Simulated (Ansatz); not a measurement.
**C2H4 (singlet): wave-function methods side by side, cc-pVTZ**

The task here is to estimate one member of a computed series from the others.

Program: Ansatz 0.2.0, Gaussian basis. Level of theory: cc-pVTZ, core rule «outside noble gas», up to 2 orbitals frozen. These are calculated values, not measurements.

To be run: UHF; CCSD(T) on RHF; BCCD(T) on RHF; CCSDT(Q) on RHF; CASSCF and MRCISD+Q, 12 electrons in 12 orbitals; CASSCF and NEVPT2, 12 electrons in 12 orbitals.

15 further runs of the same task are left out: 2 that didn't finish, 13 set aside as unsound or not needed.

## The system

The geometry is an MP2(full)/6-31G* stationary point (not a proven minimum).

6 atoms, charge 0, spin multiplicity 1.

Atoms are counted from 1 here; the program's logs count them from 0.

Bond lengths: C1–C2 1.335 Å, C1–H3 1.085 Å, C1–H4 1.085 Å, C2–H5 1.085 Å, C2–H6 1.085 Å. Angles: C2–C1–H3 121.7°, C2–C1–H4 121.7°, H3–C1–H4 116.6°, C1–C2–H5 121.7°, C1–C2–H6 121.7°, H5–C2–H6 116.6°.

Set-up of the first run:

in.yaml reads:

```yaml
crystal:
  periodic: [false, false, false]
  atoms:
    - {symbol: C, position_ang: [0.000000, 0.000000, 0.667480]}
    - {symbol: C, position_ang: [0.000000, 0.000000, -0.667480]}
    - {symbol: H, position_ang: [0.000000, 0.922832, 1.237695]}
    - {symbol: H, position_ang: [0.000000, -0.922832, 1.237695]}
    - {symbol: H, position_ang: [0.000000, 0.922832, -1.237695]}
    - {symbol: H, position_ang: [0.000000, -0.922832, -1.237695]}
basis:
  gaussian: {orbitals: cc-pVTZ}
magnetization: {spin_polarized: true, initial_magnetization: 0}
hamiltonian: {xc: hf}
output: {orbitals: {seedname: orbitals}}
```

Launch:

```sh
$ ansatz run in.yaml --threads 1 --pin off --events-out ev --progress --plain --max-ram 2880MiB --backend cpu
```

Among the steps run: UHF; CCSD(T) on RHF; BCCD(T) on RHF; CCSDT(Q) on RHF; CASSCF and MRCISD+Q, 12 electrons in 12 orbitals; CASSCF and NEVPT2, 12 electrons in 12 orbitals.

One table of the session follows, with a row left open; its other results are not shown here.

| method | from RCCSDT(Q) (meV) |
| --- | --- |
| RHF | +10242.1 |
| RMP2 | +1108.2 |
| RCCSD | +440.6 |
| RCCSD(T) | ? |
| BCCD(T) | +30.0 |
| RCCSDT | +20.3 |
| RCCSDT(Q) | 0 |
| CASSCF valence | +6311.1 |
| NEVPT2 valence | +1292.1 |
| MRCISD valence | +459.4 |
| MRCISD+Q valence | +74.5 |

Estimate the missing values for RCCSD(T).

As computed: from RCCSDT(Q) (meV): +31.5. In the column «from RCCSDT(Q) (meV)» it lies between BCCD(T) (+30.0) and MRCISD+Q valence (+74.5).

With the free atoms at the same levels and basis (separate runs), the atomisation energy is 23.897 eV at RCCSDT(Q), 23.892 eV at RCCSD(T), 18.536 eV at RHF.
